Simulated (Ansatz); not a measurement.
Compare A (`N=C1CC1F`) with its isomer B (`NC1=C(F)C1`).

Gas-phase electronic energies from Ansatz, PBE0-D4/def2-TZVP geometries. CCSD(T)/CBS adds triple-zeta CCSD(T) − MP2 to the extrapolated MP2 energy (def2 sets, frozen cores). DFT in def2-TZVPP. B3LYP here is the variant with VWN-RPA as its local correlation; programs differ in this. Each species was taken in one conformer, which may not be the lowest.

Question: Which is lower in electronic energy at CCSD(T)/CBS, and by how much? (An estimate is asked.)

Answer: Computed: A, by 15.6 kcal/mol.

Question: Give E(B) − E(A) in kcal/mol with CCSD(T)/def2-TZVPP, PBE-D4, MP2/def2-TZVPP, ωB97M-V, B3LYP-D4, r2SCAN-D4, PBE0-D4. (Estimate.)

Answer: Computed: CCSD(T)/def2-TZVPP 16.4, PBE-D4 13.5, MP2/def2-TZVPP 14.1, ωB97M-V 15.9, B3LYP-D4 15.2, r2SCAN-D4 15.1, PBE0-D4 13.8. None reverses the order clearly.

Question: Does the order hold for the free energy at 298.15 K (harmonic terms from PBE0-D4)? (Best estimate.)

Answer: Ansatz gave: Yes: G(B) − G(A) = +15.7 kcal/mol, for one conformer each.

Largest T1 diagnostic: 0.012.

In def2-TZVPP, CCSD(T) changes the Hartree–Fock value by −1.7 kcal/mol (the triples alone add −0.3 kcal/mol) and MP2 by −4.1 kcal/mol. Leaving LDA and LC-ωPBE aside and taking each functional with its dispersion term where it has one, the values, not all of them listed here, spread over 2.7 kcal/mol, from PBE-D4 to ωB97X-V. LDA lies −2.5 kcal/mol from PBE without D4.
